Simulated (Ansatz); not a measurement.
# AlPH₄ (singlet): the correlation ladder, cc-pVDZ

One table from this session's results is given with a row withheld; the runs are named, their logs left out.

Computed with Ansatz 0.2.0, Gaussian basis. Level: cc-pVDZ, core rule «outside noble gas», up to 10 orbitals frozen.

To be run: UHF; CCSD(T) on RHF; CCSD(T) on UHF; BCCD(T) on RHF; CISD; CCSDT(Q) on RHF; CCSDT(Q) on UHF.

21 further runs of the same task are left out: 1 for a known fault of the program, 7 that didn't finish, 13 set aside as unsound or not needed. Runs told in other sessions of the task aren't counted.

### The system

The geometry is a PBE0/def2-TZVP stationary point (not a proven minimum) of the parent state, kept for this charge and spin.

6 atoms, charge 0, spin multiplicity 1.

Atoms are counted from 1 here; the program's logs count them from 0.

Bond lengths: Al1–P2 2.445 Å, Al1–H3 1.666 Å, Al1–H4 1.595 Å, P2–H5 1.414 Å, P2–H6 1.417 Å. Angles: P2–Al1–H3 66.0°, P2–Al1–H4 109.9°, H3–Al1–H4 114.4°, Al1–P2–H5 105.2°, Al1–P2–H6 111.3°, H5–P2–H6 96.4°.

Set-up of the first run:

in.yaml reads:

```yaml
crystal:
  periodic: [false, false, false]
  atoms:
    - {symbol: Al, position_ang: [0.035572, -0.099368, 1.314200]}
    - {symbol: P, position_ang: [0.056378, 0.101792, -1.121922]}
    - {symbol: H, position_ang: [-1.211925, -0.903411, 0.557786]}
    - {symbol: H, position_ang: [-0.379300, 1.294008, 1.970397]}
    - {symbol: H, position_ang: [0.147375, -1.224328, -1.603666]}
    - {symbol: H, position_ang: [-1.240858, 0.365653, -1.627923]}
basis:
  gaussian: {orbitals: cc-pVDZ}
magnetization: {spin_polarized: true, initial_magnetization: 0}
hamiltonian: {xc: hf}
output: {orbitals: {seedname: orbitals}}
```

Launch:

```
$ ansatz run in.yaml --threads 1 --pin off --events-out ev --progress --plain --max-ram 2393MiB
```

Steps of the session up to this table: UHF; CCSD(T) on RHF; CCSD(T) on UHF; BCCD(T) on RHF; CISD; CCSDT(Q) on RHF; CCSDT(Q) on UHF.

One table of the session follows, with a row left open; its other results are not shown here.

| method | from RCCSDT(Q) (meV) |
| --- | --- |
| RHF | +6869.9 |
| UHF | +5588.0 |
| RMP2 | +1368.5 |
| UMP2 | +775.1 |
| CISD | +839.3 |
| RCCSD | ? |
| UCCSD | -415.8 |
| RCCSD(T) | +34.0 |
| UCCSD(T) | -581.6 |
| BCCD(T) | -315.3 |
| RCCSDT | +17.2 |
| UCCSDT | -653.9 |
| RCCSDT(Q) | 0 |
| UCCSDT(Q) | -682.4 |

Estimate the missing values for RCCSD.

**Answer.** from RCCSDT(Q) (meV): +246.8. In the column «from RCCSDT(Q) (meV)» it lies between RCCSD(T) (+34.0) and UMP2 (+775.1).

The program flags UCCSD(T), UCCSDT(Q) as in doubt (see the logs), so read those rows with care; the flags are large difference.

To keep in mind: The determinant of HF (⟨S²⟩ 1.02) is far from a pure spin state, so its energy mixes those of several spin states; that is harmless only where they are near-degenerate. The determinant of CCSD(T) (⟨S²⟩ 1.02) is far from a pure spin state, so its energy mixes those of several spin states; high orders of coupled cluster remove much of that, low ones don't. The determinant of CCSDT(Q) (⟨S²⟩ 1.02) is far from a pure spin state, so its energy mixes those of several spin states; high orders of coupled cluster remove much of that, low ones don't. The program flags UCCSD(T), UCCSDT(Q) as in doubt, so read those rows with care; the flags are large difference. Warnings: restricted reference is unstable; spin contamination; large T1 diagnostic. Restricted and unrestricted rows rest on different reference determinants; a gap between their highest levels can come from leftover correlation error, from unlike frozen cores or from another state.
